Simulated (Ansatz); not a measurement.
The same path of C4H5FO (11 atoms, charge 0, multiplicity 1) was run 3 times with different band settings. Lost on the way: C4–H11. Made: O3–H11.

All numbers below come from RKS PBE/def2-SVP in Ansatz 0.2.0.

Relaxed end points:

```xyz
11
Properties=species:S:1:pos:R:3
C 0.158 -0.347 1.430
C 0.507 0.212 0.070
O 0.705 -0.858 -0.939
C -0.318 -0.273 -1.700
C -0.581 0.735 -0.841
F -1.413 1.772 -0.765
H 1.008 -0.926 1.842
H -0.728 -1.008 1.364
H -0.068 0.479 2.135
H 1.423 0.841 0.094
H -0.627 -0.683 -2.670
```

```xyz
11
Properties=species:S:1:pos:R:3
C 0.092 -0.420 1.200
C 0.445 0.250 -0.111
O 0.667 -0.709 -1.229
C -0.721 0.293 -2.075
C -0.620 0.946 -0.880
F -1.318 2.007 -0.452
H 0.929 -1.042 1.578
H -0.821 -1.043 1.094
H -0.125 0.359 1.959
H 1.397 0.817 -0.018
H 0.142 -1.517 -1.046
```

Common settings: optimiser quadratic models (default); start path through a guess of the saddle point; force threshold 0.05 eV/Å; iteration limit 60; end points relaxed.

| run | movable images | climbing image | spring |
| --- | --- | --- | --- |
| 1 | 7 | yes | 5.0 eV/Å² |
| 2 | 4 | no | 5.0 eV/Å² |
| 3 | 7 | yes | 0.5 eV/Å² |

Question: What does each run give, and how far can it be trusted?

Answer: Run 1: converged after 12 iterations, highest image 3.257 eV above the first end. Neighbouring images differ by up to 1.4 eV, so the band resolves the path poorly. A vibrational analysis at the climbing image gives one clearly imaginary mode, 1133i cm⁻¹: a first-order saddle point.
Run 2: converged after 10 iterations, highest image 3.120 eV above the first end. Neighbouring images differ by up to 2.0 eV, so the band resolves the path poorly. No image climbed, so the highest image needn't sit at the top of the path.
Run 3: converged after 12 iterations, highest image 3.257 eV above the first end. Neighbouring images differ by up to 1.4 eV, so the band resolves the path poorly. Another band between the same ends (7 images) ends at a top of the same energy, where a vibrational analysis finds 1 clearly imaginary mode.
The orbitals stay closed-shell, which can raise the energy where a bond breaks towards radicals; this wasn't checked here.
